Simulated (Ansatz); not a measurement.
A made-up structure of CH5AlN (charge -1), closed shell:

```
8
angstrom
C -0.7953 0.8928 -0.4470
Al 0.6390 -0.3870 0.1016
N 0.3056 -1.6721 1.2059
H -0.3951 -1.7877 1.9382
H -1.7468 0.6519 0.0389
H -0.9566 0.8782 -1.5330
H 2.0448 0.0245 -0.6576
H 1.0442 -2.3155 1.4785
```

It is relaxed with PBE-D4/def2-SVPD and then PBE0-D4/def2-TZVPD (Ansatz 0.2.0). Atoms count as bonded within 1.22 times the sum of their covalent radii (H–H: 0.88 Å). The end point is not checked to be a true minimum.

Q: Does its bonding change? (Judge from chemistry; the calculation decides.)

A: The calculation gives: No: no bond forms or breaks.

Where it ends: The first stage lowers the energy by 0.93 eV in 6 steps. It ends as CH₅AlN ([CH2][AlH][NH2]), total charge -1:
```
8
angstrom
C -0.9313 0.6621 -0.5579
Al 0.4769 -0.3769 -0.0059
N 0.4595 -1.6285 1.3277
H -0.3377 -1.8716 1.8938
H -1.9437 0.6489 -0.1477
H -0.8302 1.3884 -1.3678
H 1.9883 -0.3587 -0.6150
H 1.2580 -2.1787 1.5983
```

Labels in which every atom is bracketed show which atoms are joined, not bond orders.

For scale, one of the runs: PBE0-D4/def2-TZVPD relaxation, 162 basis functions, launched by `ansatz run in.yaml --threads 2 --pin off --events-out ev --progress --plain --max-ram 4352MiB`. Hardware: 2 CPU threads of an Intel Xeon Platinum 8259CL, shared host. Wall time about 21 s.
